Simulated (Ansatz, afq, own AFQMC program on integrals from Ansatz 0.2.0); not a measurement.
## Cl⁺, triplet in cc-pVDZ, levels against full CI

A free Cl cation.

Basis cc-pVDZ. Noble-gas cores (and the filled d shells of Ga–Kr and In–Xe) are frozen. Integrals, coupled cluster, full CI and functionals: Ansatz 0.2.0; the random walks run on the same integrals in our own AFQMC program. The CISD trial takes its coefficients from CCSD amplitudes. Released means that phaseless walkers are propagated on without the constraint, phases kept. Free AFQMC starts from the CCSD state and is never constrained. Its projection time is finite, and what remains of the start isn't in its error. Error bars are statistical, one sigma.

Determinant: UHF, the one that the program's search chose, which needn't be the lowest solution.

Full CI on the same integrals is exact in this basis and with this determinant's frozen core.

```
T1 diagnostic                               : 0.0062
weight of the determinant in the CISD state : 0.954
⟨S²⟩ of the determinant                     : 2.007
size of the correlated space                : 6 electrons in 13 orbitals
```

Reference: full CI, correlation energy -2.938 eV. The released energy is read at 2.40 1/Eh (meV from the phaseless value at times in 1/Eh: -2.4 ± 1.8 at 0.24, -1.2 ± 1.7 at 0.51, -0.3 ± 1.4 at 0.99, -3.6 ± 1.5 at 1.62, -2.9 ± 1.7 at 2.40).

```
         level  E − E(reference) (mEh)  share of correlation (%)
            HF                  107.98                      0.00
           MP2                   20.55                     80.97
          CCSD                    1.43                     98.68
       CCSD(T)                    0.35                     99.67
         CCSDT                    0.11                     99.90
      CCSDT(Q)                    0.02                     99.98
        CCSDTQ                    0.00                    100.00
   ph-AFQMC/HF             3.04 ± 0.76                     97.19
 ph-AFQMC/CISD             0.14 ± 0.05                     99.87
released AFQMC             0.04 ± 0.06                     99.97
    free AFQMC            -0.03 ± 0.10                    100.03
```

CCSDT and higher add their correlation energy to the determinant of the CCSD(T) run, since their own runs factorise the integrals more tightly (a shift of under 2 meV). Free projections are given only where their last times agree within the noise and don't stop above the reference; a slow remainder of the start can still hide under it. A walk keeps the symmetry of its determinant, which the program's search chose and which needn't be the lowest solution, so a lower state of the same spin and another symmetry isn't excluded. Released energies are given only where the last usable release times agree within the noise; a slower fall can still hide under it.
